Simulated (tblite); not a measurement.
Compound: [MoOF5]2-, F5MoO (charge -2 and doublet state).
Numbering: `[O:1]=[Mo-2:2]([F:3])([F:4])([F:5])([F:6])[F:7]`
Bond orders are those of one Lewis drawing.
The ion is multiply charged and has no counter-ions or solvent; whether it holds all its electrons wasn't checked.

Computed with GFN2-xTB (tblite), gas phase: L-BFGS steps from a force-field or distance-geometry start until the largest atomic force falls under 0.01 eV/Å.

At the end of the run (lengths in Å): Mo2–F4 1.859, O1=Mo2 1.642, Mo2–F7 2.057, Mo2–F5 2.056, Mo2–F6 2.056, Mo2–F3 2.057, F3–Mo2–F5 166.6°, O1–Mo2–F3 96.7°, F3–Mo2–F4 83.3°, O1–Mo2–F4 179.9°.

Problem. These geometries were met on the way; a selection of coordinates is given. Order them by energy above the end point, lowest first.
A. Mo2–F4 1.987, O1=Mo2 1.667, Mo2–F7 2.053, Mo2–F5 2.052, Mo2–F6 2.042, Mo2–F3 2.045, F3–Mo2–F5 169.0°, O1–Mo2–F3 95.5°, F3–Mo2–F4 84.6°, O1–Mo2–F4 179.5°
B. Mo2–F4 2.038, O1=Mo2 1.652, Mo2–F7 2.018, Mo2–F5 2.018, Mo2–F6 2.012, Mo2–F3 2.017, F3–Mo2–F5 171.5°, O1–Mo2–F3 94.1°, F3–Mo2–F4 85.8°, O1–Mo2–F4 179.8°
C. Mo2–F4 1.975, O1=Mo2 1.806, Mo2–F7 1.965, Mo2–F5 1.966, Mo2–F6 1.977, Mo2–F3 1.987, F3–Mo2–F5 179.1°, O1–Mo2–F3 89.4°, F3–Mo2–F4 90.1°, O1–Mo2–F4 179.4°
D. Mo2–F4 1.915, O1=Mo2 1.653, Mo2–F7 2.082, Mo2–F5 2.079, Mo2–F6 2.076, Mo2–F3 2.075, F3–Mo2–F5 166.1°, O1–Mo2–F3 96.9°, F3–Mo2–F4 83.1°, O1–Mo2–F4 179.6°
E. Mo2–F4 2.053, O1=Mo2 1.674, Mo2–F7 1.980, Mo2–F5 1.981, Mo2–F6 1.984, Mo2–F3 1.992, F3–Mo2–F5 175.1°, O1–Mo2–F3 92.1°, F3–Mo2–F4 87.6°, O1–Mo2–F4 179.6°

Solution. D (0.022 eV), A (0.064 eV), B (0.125 eV), E (0.266 eV), C (0.754 eV).

```tsv
step	E above end (eV)	rms distance from the end, all atoms (Å)	largest force (eV/Å)	rms shift of all bonds from the end (Å)
7	0.022	0.025	0.439	0.029
5	0.064	0.058	0.866	0.054
4	0.125	0.095	0.682	0.080
1	0.266	0.130	1.911	0.099
0	0.754	0.146	5.711	0.106
```

Rows stand in the order of the answer.
